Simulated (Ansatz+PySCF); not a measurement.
Values are calculated unless marked as measured or tabulated.
Several solutions for singlet LiH2F in separate pieces

```xyz
4

Li    0.0000    0.0000   -0.3995
H     0.0000    0.0000    1.1984
H    29.4990    0.1568   -0.6406
F    30.0557   -0.0174    0.0712
```

Basis set: cc-pVDZ (spherical functions). Charge 0, multiplicity 1.

CASSCF(4,4) was run from several starts with Ansatz (development build ahead of 0.2.0) and PySCF 2.14.0. The starts are those of the Hartree–Fock orbitals from which the active space was taken at the frontier.

```tsv
run	program	start	converged	energy (hartree)	<S²>
A	Ansatz	atomic start, no search	yes	-108.02425	0.00
B	Ansatz	search for the lowest state	yes	-108.04323	0.00
C	PySCF	program defaults	yes	-108.02425	0.00
D	Ansatz	stability test followed	yes	-108.02426	0.00
```

Which runs reached the lowest solution of this kind, and what is wrong with the others?

B reached the lowest solution found. Converged but too high: A by 0.52 eV, C by 0.52 eV, D by 0.52 eV. Convergence only shows a stationary point; in CASSCF the end hangs on which orbitals enter the active space. Caution: other starts end on other solutions of this active space.
